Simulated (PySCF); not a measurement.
Which determinant of NaN lies lowest?

Unrestricted PBE0; Na 6-31G(d,p), N 6-31G(d,p); no relativity (PySCF 2.14). Outer shells of the fragments: Na 3s1; N 2s2 2p3.

Followed along the bond (rough minima from three points):

```
2Ms+1    unpaired  ⟨S²⟩ at the start  R at minimum (Å)  Te (eV)
    3        π ↑↑               2.20              2.27     0.00
    3    σ ↑, π ↑               2.04              2.07     0.58
    1        π ↑↓               1.00              2.22     0.66
    1    σ ↓, π ↑               1.00              2.07     1.16
    5  σ ↑↑, π ↑↑               6.00  none in the scan   ≤ 1.21
```

Solutions found at the starting distance of 2.230 Å, counted from the lowest of them; the search is not exhaustive and high or unbound solutions are not listed, so other states can lie among these:

```tsv
2Ms+1	unpaired	term	E (eV)	⟨S²⟩	⟨Lz²⟩	μ (D)
3	π ↑↑	³Σ⁻	0.00	2.20	0.00	-4.97
1	π ↑↓	mixed	0.65	1.00	2.01	-6.49
3	σ ↑, π ↑	³Π	0.66	2.04	1.01	-7.27
1	σ ↓, π ↑	mixed	1.24	1.00	1.03	-7.43
5	σ ↑↑, π ↑↑	⁵Σ⁻	1.36	6.00	0.00	2.74
1	none	mixed	2.31	0.00	2.00	-6.62
```

A term symbol is given only where ⟨S²⟩ and ⟨Lz²⟩ are close to those of a pure state; real π, δ and φ orbitals otherwise mix terms. A positive dipole means Na(−)N(+).

Problem. Compare the gap between the two lowest followed solutions at the starting distance with the gap between their minima.

Solution. At PBE0 the second solution (triplet, unpaired electrons σ ↑, π ↑) lies +0.66 eV from the first (triplet, unpaired electrons π ↑↑) at 2.230 Å and +0.58 eV at the minima; the two curves relax by different amounts, since their minima lie near 2.07 and 2.27 Å.

Counting both spins, an empty level lies below a filled one in some of these solutions, because spin and occupation are held.
